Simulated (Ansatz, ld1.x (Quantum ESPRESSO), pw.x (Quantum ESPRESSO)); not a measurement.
# From atom to crystal: TM potential for rhenium

```
Element                 : Re
Generator               : ld1.x (Quantum ESPRESSO) 7.5
Type                    : norm-conserving Troullier–Martins (Kleinman–Bylander form)
Functional              : PBEsol
Relativity              : scalar-relativistic
Frozen core             : [Xe] 4f14
Valence charge          : 7
Reference configuration : 5d5 6s2 6p0
Partial waves           : 6p (bound, empty): rc 3.75 bohr; 5d (bound): rc 2.20 bohr; 6s (bound): rc 2.10 bohr
Local potential         : the s channel
Core correction         : a·sin(br)/r model core inside 1.30 bohr
```

Atomic tests: cutoffs needed: 35 Ry and 45 Ry (the cutoffs (Ry, on a coarse ladder) from which the occupation-weighted sum of valence levels, in a spherical-Bessel basis at the reference potential, stays within 10 and 1 mRy of its value at 400 Ry); ghost test: no extra level below or beside the all-electron valence levels (p, d, s, f tested) (spherical-Bessel basis up to 400 Ry, 20 bohr box); largest excitation error: -696 meV (all-electron minus pseudo) for 5d3 6s0 6p0, out of 7 test configurations.

Crystal test: sc Re in pw.x 7.5, no spin, 13³ k-points, Fermi–Dirac smearing 0.01 Ry, cutoffs 55/220 Ry. The reference is all-electron LAPW (Ansatz 0.2.0) with the same functional, mesh and smearing; V0 and B0 come from Birch–Murnaghan fits to the pressures at five volumes. Errors are pseudo minus all-electron; Δ is the rms difference of the E(V) curves that follow from these fits, minima aligned, over ±6 % about the mean V0. Mesh and smearing are coarse, so the numbers serve the comparison and aren't converged zero-temperature values; the lattice is a test structure that the element need not adopt.

```csv
V (Å³/atom),P all-electron (GPa),P pseudo (GPa)
15.791,16.99,28.11
16.206,8.37,18.45
16.622,0.82,9.96
17.038,-5.80,2.52
17.453,-11.60,-4.02
```

All-electron: a0 = 2.555 Å (V0 = 16.67 Å³/atom), B0 = 279.0 GPa.

Pseudopotential: mean pressure error (GPa): +9.25; a0 (Å): 2.581; a0 error (%): +1.03; B0 error (%): -1.4; Δ (meV/atom): 31.7. The largest radius (3.75 bohr) exceeds half the bond length (2.41 bohr), so the spheres overlap, which is one possible source of error among others. This is a poor potential for the solid.

At the middle volume, how do free energy and pressure move when the wave cutoff is lowered (ecutrho kept at four times it)?

```csv
cutoff (Ry),shift of F (meV/atom),shift of P (GPa)
25,+828.3,-39.79
33,+48.6,-3.69
44,+9.6,+0.17
```

Input at the middle volume:

```
&control
  calculation='scf', prefix='x', pseudo_dir='./', outdir='./tmp', tstress=.true., disk_io='none'
/
&system
  ibrav=0, nat=1, ntyp=1, ecutwfc=55, ecutrho=220, nbnd=11,
  occupations='smearing', smearing='fd', degauss=0.01
/
&electrons
  conv_thr=1e-09, mixing_beta=0.4, electron_maxstep=70
/
ATOMIC_SPECIES
Re 1.0 Re.UPF
CELL_PARAMETERS angstrom
  2.55208083 0.00000000 0.00000000
  0.00000000 2.55208083 0.00000000
  0.00000000 0.00000000 2.55208083
ATOMIC_POSITIONS crystal
Re 0.0000 0.0000 0.0000
K_POINTS automatic
13 13 13 0 0 0
```

```bash
pw.x < Re.scf.in > Re.scf.out
```

Lines of the output:

```
Message from routine setup:
     using ibrav=0 with symmetry is DISCOURAGED, use correct ibrav instead
     lattice parameter (alat)  =       4.8227  a.u.
     unit-cell volume          =     112.1708 (a.u.)^3
     number of electrons       =         7.00
     number of Kohn-Sham states=           11
     kinetic-energy cutoff     =      55.0000  Ry
     charge density cutoff     =     220.0000  Ry
     scf convergence threshold =      1.0E-09
     Exchange-correlation= PBESOL
     number of k points=    84  Fermi-Dirac smearing, width (Ry)=  0.0100
     iteration #  1     ecut=    55.00 Ry     beta= 0.40
     total energy              =     -38.38410890 Ry
     estimated scf accuracy    <       0.01593464 Ry
     iteration #  2     ecut=    55.00 Ry     beta= 0.40
     total energy              =     -38.38373147 Ry
     estimated scf accuracy    <       0.00321000 Ry
     iteration #  3     ecut=    55.00 Ry     beta= 0.40
     total energy              =     -38.38390646 Ry
     estimated scf accuracy    <       0.00021988 Ry
     iteration #  4     ecut=    55.00 Ry     beta= 0.40
     total energy              =     -38.38391777 Ry
     estimated scf accuracy    <       0.00000126 Ry
     iteration #  5     ecut=    55.00 Ry     beta= 0.40
     total energy              =     -38.38391801 Ry
     estimated scf accuracy    <       0.00000025 Ry
     iteration #  6     ecut=    55.00 Ry     beta= 0.40
     total energy              =     -38.38391804 Ry
     estimated scf accuracy    <          1.9E-09 Ry
     iteration #  7     ecut=    55.00 Ry     beta= 0.40
     the Fermi energy is    15.1351 ev
!    total energy              =     -38.38391804 Ry
     estimated scf accuracy    <          1.8E-10 Ry
     smearing contrib. (-TS)   =      -0.00516692 Ry
     The total energy is F=E-TS. E is the sum of the following terms:
     one-electron contribution =      12.64353050 Ry
     hartree contribution      =       0.90801787 Ry
     xc contribution           =     -23.10275438 Ry
     ewald contribution        =     -28.82754511 Ry
     convergence has been achieved in   7 iterations
          total   stress  (Ry/bohr**3)                   (kbar)     P=       99.64
     Message from routine punch:
     Nothing written, as per user request (disk_io='none')
```

The run at the middle volume (84 k-points, 7 iterations) took about 6.6 s on one core of a shared host (Neoverse-V1, 32 threads, 247 GiB, load 28).
